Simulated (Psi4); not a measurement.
The Psi4 input:
```
memory 2 GB

molecule mol {
0 5
Si   -0.000000   -0.000000   -0.548583
O     0.000000    0.000000    0.960020
}

set {
  basis def2-sv(p)
  reference uhf
}

energy('mp2')
print_variables()
```

### Question
What does this run give for the SCF-reference <S^2>, number of basis functions, nuclear repulsion energy, MP2 correlation energy?

### Answer

The SCF-reference <S^2> comes out as 6.007, the number of basis functions comes out as 32 and the nuclear repulsion energy comes out as 39.2866 Eh. The MP2 correlation energy comes out as -0.1755 Eh.

These values belong to the state on which the SCF converged, which isn't shown to be the lowest.
